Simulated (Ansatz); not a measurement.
# BH2NSi (SMILES B[Si]#N): single points off equilibrium

How do the functionals fare away from a minimum? The structure is a structure displaced at random from a GFN2-xTB minimum.

Method: single points in def2-TZVPP; program: Ansatz 0.2.0, Gaussian basis.

Correlated methods freeze the cores.

## Step 1: Starting geometry

SMILES `B[Si]#N`, 5 atoms, charge 0, spin multiplicity 1.

Atoms are counted from 1 here; the program's logs count them from 0.

Bond lengths: B1–Si2 1.912 Å, B1–H4 1.178 Å, B1–H5 1.184 Å, Si2–N3 1.482 Å. Angles: Si2–B1–H4 125.0°, Si2–B1–H5 123.8°, H4–B1–H5 111.1°, B1–Si2–N3 171.9°.

As a file:

```xyz
5
BH2NSi
B    -0.4754    0.5281   -0.3885
Si    0.7052   -0.7341    0.4301
N     1.4752   -1.7297    1.2131
H    -1.4366    0.2504   -1.0111
H    -0.3380    1.7022   -0.3157
```

## Step 2: CCSD(T)/def2-TZVPP

run/in.yaml reads:

```yaml
crystal:
  periodic: [false, false, false]
  atoms:
    - {symbol: B, position_ang: [-0.475400, 0.528100, -0.388500]}
    - {symbol: Si, position_ang: [0.705200, -0.734100, 0.430100]}
    - {symbol: N, position_ang: [1.475200, -1.729700, 1.213100]}
    - {symbol: H, position_ang: [-1.436600, 0.250400, -1.011100]}
    - {symbol: H, position_ang: [-0.338000, 1.702200, -0.315700]}
basis:
  gaussian: {orbitals: def2-TZVPP}
correlation: {method: ccsd_t}
output: {forces: true}
```

No record of the launch command was kept for these runs.

## Step 3: PBE0-D4/def2-TZVPP

run/in.yaml, as its differences from that of step 2:

```diff
@@ -10,3 +10,3 @@
   gaussian: {orbitals: def2-TZVPP}
-correlation: {method: ccsd_t}
-output: {forces: true}
+hamiltonian: {xc: pbe0, dispersion: d4}
+output: {forces: true, orbitals: {seedname: orbitals}}
```

## Step 4: wB97M-V/def2-TZVPP

run/in.yaml, as its differences from that of step 3:

```diff
@@ -10,3 +10,3 @@
   gaussian: {orbitals: def2-TZVPP}
-hamiltonian: {xc: pbe0, dispersion: d4}
-output: {forces: true, orbitals: {seedname: orbitals}}
+hamiltonian: {xc: {name: wB97M-V}}
+output: {forces: true}
```

## Step 5: r2SCAN-D4/def2-TZVPP

run/in.yaml, as its differences from that of step 4:

```diff
@@ -10,3 +10,3 @@
   gaussian: {orbitals: def2-TZVPP}
-hamiltonian: {xc: {name: wB97M-V}}
+hamiltonian: {xc: r2scan, dispersion: d4}
 output: {forces: true}
```

## Step 6: PBE-D4/def2-TZVPP

run/in.yaml, as its differences from that of step 5:

```diff
@@ -10,3 +10,3 @@
   gaussian: {orbitals: def2-TZVPP}
-hamiltonian: {xc: r2scan, dispersion: d4}
+hamiltonian: {xc: pbe, dispersion: d4}
 output: {forces: true}
```

## Step 7: SPW92/def2-TZVPP

run/in.yaml, as its differences from that of step 6:

```diff
@@ -10,3 +10,3 @@
   gaussian: {orbitals: def2-TZVPP}
-hamiltonian: {xc: pbe, dispersion: d4}
+hamiltonian: {xc: lda}
 output: {forces: true}
```

## Step 8: r2SCAN0-D4/def2-TZVPP

run/in.yaml, as its differences from that of step 7:

```diff
@@ -10,3 +10,3 @@
   gaussian: {orbitals: def2-TZVPP}
-hamiltonian: {xc: lda}
+hamiltonian: {xc: {name: r2SCAN0}, dispersion: d4}
 output: {forces: true}
```

(Steps that only read results are left out.)

What does the calculation give? Wanted: energy less free atoms, CCSD(T)/def2-TZVPP; RMS force component; RMS force error; HOMO and LUMO, PBE0-D4; T1 diagnostic.

The runs gave:

| quantity | value |
| --- | --- |
| energy less free atoms, CCSD(T)/def2-TZVPP | -1344.9 kJ/mol |
| RMS force component | 1.781 to 2.416 eV/Å over the methods |
| RMS force error | PBE0-D4 0.455, wB97M-V 0.651, r2SCAN-D4 0.266, PBE-D4 0.161, SPW92 0.361, r2SCAN0-D4 0.593 eV/Å |
| HOMO and LUMO, PBE0-D4 | -7.89 and -4.29 eV |
| T1 diagnostic | 0.031 |

In words: Against CCSD(T) the functionals' energies less atoms differ by -323.8 to -0.5 kJ/mol, PBE-D4 by -129.7 kJ/mol. CCSD(T) in triple zeta still lacks some correlation energy of the bonds, so part of these gaps is its own basis error and they don't rank the functionals. For forces PBE-D4 does best and wB97M-V worst. Frozen-core CCSD(T) forces in triple zeta carry basis errors of their own, and this is one geometry, so small gaps rank nothing. The T1 diagnostic is large here, over the usual mark for main-group molecules (transition-metal compounds often pass it harmlessly), so CCSD(T) itself may be off. The restricted Hartree–Fock reference is unstable towards an unrestricted one at one or more of these structures.
